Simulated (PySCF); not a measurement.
## Atomization energy of OF₂, singlet, from cheap to dear

Geometry (MP2(full)/6-31G*, from the G2/97 set):

```xyz
3

F     0.0000    1.1106   -0.2636
O     0.0000    0.0000    0.6260
F     0.0000   -1.1106   -0.2636
```

Measured, as an electronic atomization energy: 92.9 kcal/mol (G2/97 heats of formation of molecule and atoms, with zero-point and thermal terms from B3LYP taken off; Curtiss et al., J. Chem. Phys. 106, 1063 (1997), Staroverov et al., J. Chem. Phys. 119, 12129 (2003)). The measured value holds scalar relativity and spin–orbit coupling, which all computed ones lack, and core correlation, which the wave-function levels lack. Atoms are taken at the same level; beside RHF, RMP2 and RCC rows they are unrestricted. The atoms' steps beyond CCSDT are taken from full CI of the atoms, which share full CI's core. PySCF 2.14.0; the 6-31G* set has Cartesian d functions; a miss is computed less measured; times are wall times on shared hosts and scatter by a factor of two or so; they hold the correlated step alone (with one SCF for RCCSD(T)), and functionals start from a converged Hartree–Fock density. B3LYP has the VWN-RPA form, and B2PLYP's MP2 part freezes the cores. A small miss in a small set is a cancellation of the method's error against the basis error.

```csv
level,basis,miss (kcal/mol),time of the run,hardware
RHF,STO-3G,-87.4,–,–
RCCSD(T),STO-3G,-1.3,0.14 s,1 CPU thread
full CI,STO-3G,-0.7,0.75 s,1 CPU thread
RHF,6-31G,-168.4,0.34 s,1 CPU thread
UHF,6-31G,-164.9,0.34 s,1 CPU thread
RMP2,6-31G,-49.2,–,–
RCCSD(T),6-31G,-53.3,0.35 s,1 CPU thread
PBE,6-31G,10.7,1.9 s,1 CPU thread
r2SCAN,6-31G,-15.2,3.6 s,1 CPU thread
wB97M-V,6-31G,-22.6,13 s,1 CPU thread
B2PLYP,6-31G,-35.6,2.5 s,1 CPU thread
RHF,cc-pVDZ,-144.6,0.79 s,1 CPU thread
UHF,cc-pVDZ,-143.2,0.79 s,1 CPU thread
RMP2,cc-pVDZ,-18.0,–,–
RCCSD(T),cc-pVDZ,-25.6,1.4 s,1 CPU thread
UCCSD(T),cc-pVDZ,-26.2,6.9 s,1 CPU thread
RCCSDT(Q),cc-pVDZ,-23.9,6.5 min,1 CPU thread
PBE,cc-pVDZ,31.6,2.9 s,1 CPU thread
wB97M-V,cc-pVDZ,0.5,16 s,1 CPU thread
RHF,6-31G*,-136.3,0.83 s,1 CPU thread
UHF,6-31G*,-135.4,0.83 s,1 CPU thread
RCCSD(T),6-31G*,-15.0,1.7 s,1 CPU thread
UCCSD(T),6-31G*,-15.5,9.4 s,1 CPU thread
RCCSDT(Q),6-31G*,-13.4,11 min,1 CPU thread
PBE,6-31G*,38.0,3 s,1 CPU thread
B3LYP,6-31G*,6.1,3.8 s,1 CPU thread
wB97M-V,6-31G*,7.2,17 s,1 CPU thread
B2PLYP,6-31G*,-3.0,4.2 s,1 CPU thread
UHF,cc-pVTZ,-135.2,9.1 s,1 CPU thread
RMP2,cc-pVTZ,1.8,–,–
UMP2,cc-pVTZ,-16.8,–,–
RCCSD(T),cc-pVTZ,-8.6,25 s,1 CPU thread
UCCSD(T),cc-pVTZ,-9.2,3 min,1 CPU thread
PBE,cc-pVTZ,32.5,7.9 s,1 CPU thread
r2SCAN,cc-pVTZ,7.9,18 s,1 CPU thread
B3LYP,cc-pVTZ,1.4,9.5 s,1 CPU thread
wB97M-V,cc-pVTZ,2.7,36 s,1 CPU thread
B2PLYP,cc-pVTZ,-2.9,11 s,1 CPU thread
UHF,cc-pVQZ,-135.1,–,–
RCCSD(T),cc-pVQZ,-4.2,5.6 min,1 CPU thread
```

HF's time is that of a plain UHF run. A dash: the level came out of a higher level's run.

A composite of the best parts (restricted reference, at this geometry, which isn't the minimum of the high levels):

```csv
part,kcal/mol
"Hartree–Fock limit (T, Q; exp(−5.46 √X))",-43.28
"CCSD(T) correlation limit (T, Q; X⁻³)",135.16
CCSDT − CCSD(T) (DZ),0.20
(Q) (DZ),1.54
sum,93.6
sum less measured,0.7
```
